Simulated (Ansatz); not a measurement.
**C₂H₄FN: one species, many methods**

One table from this session's results is given with a row withheld; the runs are named, their logs left out.

The runs use Ansatz 0.2.0, Gaussian basis; functionals in def2-TZVPP, the program's frozen cores in correlated methods.

The runs, in order: LDA (SPW92), PBE-D4, revPBE-D4, BLYP-D4, r2SCAN-D4, B97M-V, PBE0-D4, B3LYP-D4, r2SCANh-D4, r2SCAN0-D4, HSE06-D4, BHLYP-D4, CAM-B3LYP-D4, LC-ωPBE, ωB97X-V, ωB97M-V, B2PLYP, PBE-QIDH; CCSD(T)/def2-SVP; CCSD(T)/def2-TZVPP; MP2/def2-QZVPP; extrapolation to the limit; RPA on PBE.

## Structure used throughout

The geometry comes from an earlier relaxation with PBE0-D4 in a triple-zeta def2 set; it is a stationary point, not always the lowest conformer.

SMILES `N/C=C\F`, 8 atoms, charge 0, spin multiplicity 1.

Atoms are counted from 1 here; the program's logs count them from 0.

Bond lengths: N1–C2 1.384 Å, N1–H5 1.008 Å, N1–H6 1.007 Å, C2–C3 1.326 Å, C2–H7 1.083 Å, C3–F4 1.352 Å, C3–H8 1.079 Å. Angles: C2–N1–H5 114.3°, C2–N1–H6 114.9°, H5–N1–H6 112.1°, N1–C2–C3 125.6°, N1–C2–H7 116.5°, C3–C2–H7 117.7°, C2–C3–F4 120.4°, C2–C3–H8 125.7°, F4–C3–H8 113.9°.

Set-up of the first run:

The input, in.yaml:

```yaml
crystal:
  periodic: [false, false, false]
  atoms:
    - {symbol: N, position_ang: [-0.262324, 1.162403, -0.395541]}
    - {symbol: C, position_ang: [0.210684, 0.154494, 0.425811]}
    - {symbol: C, position_ang: [0.356269, -1.118217, 0.081926]}
    - {symbol: F, position_ang: [-0.041073, -1.547269, -1.136909]}
    - {symbol: H, position_ang: [-0.748987, 0.835581, -1.215983]}
    - {symbol: H, position_ang: [-0.766035, 1.893997, 0.078024]}
    - {symbol: H, position_ang: [0.548835, 0.451875, 1.410795]}
    - {symbol: H, position_ang: [0.794729, -1.889965, 0.696077]}
basis:
  gaussian: {orbitals: def2-TZVPP}
hamiltonian: {xc: lda}
output: {orbitals: {seedname: orbitals}}
```

Started as:

```sh
ansatz run in.yaml --threads 2 --pin off --events-out ev --progress --plain --max-ram 4352MiB
```

Steps of the session up to this table: LDA; PBE-D4 (GGA); revPBE-D4 (GGA); BLYP-D4 (GGA); r2SCAN-D4 (meta-GGA); B97M-V (meta-GGA); B3LYP-D4 (hybrid); r2SCANh-D4 (hybrid); r2SCAN0-D4 (hybrid); HSE06-D4 (hybrid); BHLYP-D4 (hybrid); CAM-B3LYP-D4 (range-separated); LC-ωPBE (range-separated); ωB97X-V (range-separated); ωB97M-V (range-separated); B2PLYP (double hybrid); PBE-QIDH (double hybrid).

One of the session's tables, all rows but one given; the rest of the session is left out.

It belongs to the step «Frontier levels by functional». 

```
  functional  HOMO (eV)  LUMO (eV)  gap (eV)
 LDA (SPW92)      -4.98      -0.07      4.91
      PBE-D4      -4.79       0.10      4.90
   revPBE-D4      -4.73       0.16      4.89
     BLYP-D4      -4.69       0.08      4.76
   r2SCAN-D4      -5.01       0.45      5.45
      B97M-V      -5.07       0.36      5.44
     PBE0-D4      -6.03       1.00      7.03
    B3LYP-D4      -5.84       0.62      6.46
  r2SCANh-D4      -5.47       0.81      6.28
  r2SCAN0-D4          ?          ?         ?
    HSE06-D4      -5.63       0.63      6.26
    BHLYP-D4      -7.17       1.62      8.79
CAM-B3LYP-D4      -7.40       1.77      9.18
     LC-ωPBE      -8.72       3.14     11.86
     ωB97X-V      -8.35       2.94     11.30
     ωB97M-V      -8.27       2.46     10.73
```

**Question.** Estimate the row for r2SCAN0-D4.

Worked estimate for «HOMO (eV)». Against the share of exact exchange, r2SCAN-D4 (0, -5.01), r2SCANh-D4 (0.1, -5.47) give a slope of -4.60 per unit share; at 0.25 the line stands at -6.16.

**Answer.** HOMO (eV): -6.18; LUMO (eV): 1.34; gap (eV): 7.51. In «HOMO (eV)» the line misses by +0.02.
